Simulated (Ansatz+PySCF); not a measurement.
# doublet N2(+): levels of theory in one basis

```xyz
2

N     0.0000    0.0000   -0.9986
N     0.0000    0.0000    0.9986
```

Basis set: STO-3G (spherical functions). Left uncorrelated: 2 orbitals. Correlation on ROHF uses semicanonical orbitals with singles. Charge 1, multiplicity 2.

Computed with Ansatz (development build ahead of 0.2.0); each method stands on the lowest determinant of its kind that the runs found.

```json
{"method": "ROHF", "E − E(ROHF) (eV)": "0.00", "<S²> of the determinant": "0.75"}
{"method": "UHF", "E − E(ROHF) (eV)": "-5.55", "<S²> of the determinant": "2.75"}
{"method": "ROHF-MP2", "E − E(ROHF) (eV)": "-1.71", "<S²> of the determinant": "–"}
{"method": "UHF-MP2", "E − E(ROHF) (eV)": "-6.01", "<S²> of the determinant": "2.75"}
{"method": "UHF-CCSD(T)", "E − E(ROHF) (eV)": "-6.71", "<S²> of the determinant": "2.75"}
{"method": "full CI (lowest root of this spin)", "E − E(ROHF) (eV)": "-6.66", "<S²> of the determinant": "–"}
```

At such a shape the full CI root can have another spatial symmetry than the determinants, so the rows needn't describe one state.

**Question.** Is a single determinant a sound starting point here?

**Answer.** It is doubtful. Unrestricted orbitals lower Hartree–Fock by 5.55 eV and <S²> is 2.75 where a pure state has 0.75, a sign of strong static correlation.

Caution for ROHF, ROHF-MP2: an unrestricted determinant lies well below. Caution for ROHF, UHF, ROHF-MP2, UHF-MP2, UHF-CCSD(T): the charge can sit on one fragment and break the point group; the determinant may break the point group. Caution for UHF, UHF-MP2, UHF-CCSD(T): the unrestricted determinant is a mixture of spin states. Caution for ROHF-MP2: bonds are stretched, where a single reference can fail. Caution for ROHF-MP2, UHF-MP2: forces differ strongly between restricted and unrestricted references; another reference gives a lower total. Caution for UHF-MP2, UHF-CCSD(T): large amplitudes, a single reference is doubtful.
